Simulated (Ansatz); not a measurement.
System: CH3O (charge -1, singlet). It need not be the lowest isomer of its formula. Whether it binds its extra electron was not tested at this geometry. 
Coordinates optimised at B3LYP-D3(BJ)/def2-TZVP (Ansatz, an electronic-structure program):
```xyz
5

C     -0.0196     0.5304     0.0101
O      0.0292    -0.7889    -0.0150
H     -1.0629     1.0048     0.0280
H      0.4813     1.0453     0.9033
H      0.4659     1.0784    -0.8719
```
Charge -1, spin multiplicity 1.

Basis-set convergence of Hartree-Fock and CCSD correlation energies (hartree) with Ansatz. Valence correlation only, unless marked. Spin-orbit coupling is left out. No relativistic terms.

```tsv
basis	functions	E(HF)	E(corr, CCSD)
aug-cc-pVDZ	73	-114.42692	-0.39430
aug-cc-pVTZ	161	?	?
```

Fill in the missing entries.


- aug-cc-pVTZ, E(HF): -114.45475
- aug-cc-pVTZ, E(corr, CCSD): -0.46401
